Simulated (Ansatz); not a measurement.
**H2OF (doublet): wave-function methods side by side at distance O1–H3 along a hydrogen transfer = 0.892 Å, cc-pVDZ**

How much of the correlation energy of H2OF (doublet) does each wave-function method recover here?

The runs use Ansatz 0.2.0, Gaussian basis; cc-pVDZ, core rule «outside noble gas», up to 2 orbitals frozen.

To be run: UHF; CCSD(T) on ROHF; CCSD(T) on UHF; BCCD(T) on ROHF; CISD; CCSDT(Q) on ROHF; CCSDT(Q) on UHF; CASSCF and MRCISD+Q, 3 electrons in 3 orbitals; CASSCF and NEVPT2, 3 electrons in 3 orbitals; CASSCF and MRCISD+Q, 15 electrons in 10 orbitals; CASSCF and NEVPT2, 15 electrons in 10 orbitals.

3 further runs of the same task are left out: 2 that didn't finish, 1 set aside as unsound or not needed.

### Step 1. The system

The geometry derives from fragments relaxed apart (PBE0/def2-TZVP) and kept rigid, so it is no stationary point. A hydrogen atom is moved between rigid fragments.

4 atoms, charge 0, spin multiplicity 2.

Atoms are counted from 1 here; the program's logs count them from 0.

Bond lengths: O1–H2 0.960 Å, O1–H3 0.892 Å. Angles: H2–O1–H3 105.1°.

### Step 2. UHF

in.yaml reads:

```yaml
crystal:
  periodic: [false, false, false]
  atoms:
    - {symbol: O, position_ang: [-1.091284, -0.025232, 0.000000]}
    - {symbol: H, position_ang: [-1.340594, 0.901344, 0.000000]}
    - {symbol: H, position_ang: [-0.199284, -0.025232, 0.000000]}
    - {symbol: F, position_ang: [1.000716, -0.025232, 0.000000]}
basis:
  gaussian: {orbitals: cc-pVDZ}
magnetization: {spin_polarized: true, initial_magnetization: 1}
hamiltonian: {xc: hf}
output: {orbitals: {seedname: orbitals}}
```

Run with:

```
> ansatz run in.yaml --threads 1 --pin off --events-out ev --progress --plain --max-ram 2393MiB
```

The runs that follow: CCSD(T) on ROHF; CCSD(T) on UHF; BCCD(T) on ROHF; CISD; CCSDT(Q) on ROHF; CCSDT(Q) on UHF; CASSCF and MRCISD+Q, 3 electrons in 3 orbitals; CASSCF and NEVPT2, 3 electrons in 3 orbitals; CASSCF and MRCISD+Q, 15 electrons in 10 orbitals; CASSCF and NEVPT2, 15 electrons in 10 orbitals.

Before running them: what should the planned runs give, taken together? Wanted: UCCSDT(Q) below the RHF energy; RMP2 from UCCSDT(Q); UMP2 from UCCSDT(Q); RCCSD from UCCSDT(Q); RCCSD(T) from UCCSDT(Q); UCCSD(T) from UCCSDT(Q); RCCSDT(Q) from UCCSDT(Q); NEVPT2 pair from UCCSDT(Q); NEVPT2 valence from UCCSDT(Q).

**Answer**, as computed:

| quantity | value |
| --- | --- |
| UCCSDT(Q) below the RHF energy | -10.6925 eV |
| RMP2 from UCCSDT(Q) | +816.9 meV |
| UMP2 from UCCSDT(Q) | +790.9 meV |
| RCCSD from UCCSDT(Q) | +185.5 meV |
| RCCSD(T) from UCCSDT(Q) | +31.8 meV |
| UCCSD(T) from UCCSDT(Q) | +30.0 meV |
| RCCSDT(Q) from UCCSDT(Q) | +1.3 meV |
| NEVPT2 pair from UCCSDT(Q) | +748.1 meV |
| NEVPT2 valence from UCCSDT(Q) | +1410.2 meV |
| MRCISD+Q valence from UCCSDT(Q) | +118.8 meV |
| levels within 1 kcal/mol (43 meV) | RCCSD(T), UCCSD(T), BCCD(T), RCCSDT, UCCSDT, RCCSDT(Q) |
| T1 diagnostic | 0.036 |
| effectively unpaired electrons | 1.01 |

RCCSD(T) lands +31.8 meV from the yardstick (0.3 % of the correlation energy). One determinant dominates. Of the multireference levels listed MRCISD+Q valence comes nearest in total energy (+118.8 meV), which doesn't show that its space is the better one. These misses are within one basis, not against nature; the frozen cores of restricted and unrestricted runs differ, which can shift their rows.
